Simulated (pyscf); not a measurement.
A first-order saddle from PySCF, ωB97X-D3(BJ)/def2-SVP:

```
O
H 1 1.2386
N 2 1.2405 1 157.28
H 3 1.0188 2 117.07 1 -128.55
H 3 1.0200 4 110.06 2 131.36
H 3 1.0461 4 111.68 5 121.99
B 1 1.6055 2 103.03 3 -17.58
O 7 1.4685 1 106.44 2 44.46
H 8 0.9614 7 110.30 1 90.56
H 7 1.2306 8 110.01 9 -155.30
H 7 1.2353 10 114.71 8 -130.15
Si 1 1.6686 2 137.86 3 164.11
H 12 1.4884 1 111.54 2 120.88
H 12 1.4900 13 109.55 1 -123.27
H 12 1.4947 13 109.02 14 -118.93
```
Charge 0, spin multiplicity 1.

Surface: singlet, charge 0. Lowest wavenumbers (cm⁻¹): 490i, 21, 95, 134, 188.

### Question
Name the species on either side of this saddle.

### Answer
H₂B–O–SiH₃ + water (H₂O) + ammonia (NH₃) <-> H₂B–OH + silanol (HO–SiH₃) + ammonia (NH₃), a multi-bond step read from left to right: B–O, H–O, H–N broken and B–O, H–O, H–N formed. At ωB97M-D3(BJ)/def2-TZVP it lies -17.0 kcal/mol from the left side and -15.3 kcal/mol from the right (each side as separated species at their lowest minima found). On the reactant side the descent ends in an adduct with a B–O contact, 22.6 kcal/mol under the separated species and 5.7 kcal/mol under the saddle at ωB97X-D3(BJ)/def2-TZVP. On the product side the descent ends in an adduct with a B–O contact (not fully relaxed), 18.4 kcal/mol under the separated species and 2.3 kcal/mol under the saddle at ωB97X-D3(BJ)/def2-TZVP. At ωB97M-D3(BJ) the saddle lies under the separated reactants, which points to a path from their complex (located at ωB97X-D3(BJ) alone). At ωB97M-D3(BJ) the saddle lies under the separated products, which points to a path from their complex (located at ωB97X-D3(BJ) alone). What is counted as formed (B–O) is already present as a longer contact in the reactant adduct; forming that adduct is a step of its own. What is counted as broken (B–O) persists as a longer contact in the product adduct; parting that adduct is a step of its own. One saddle was located; it need not be the lowest between these sides.
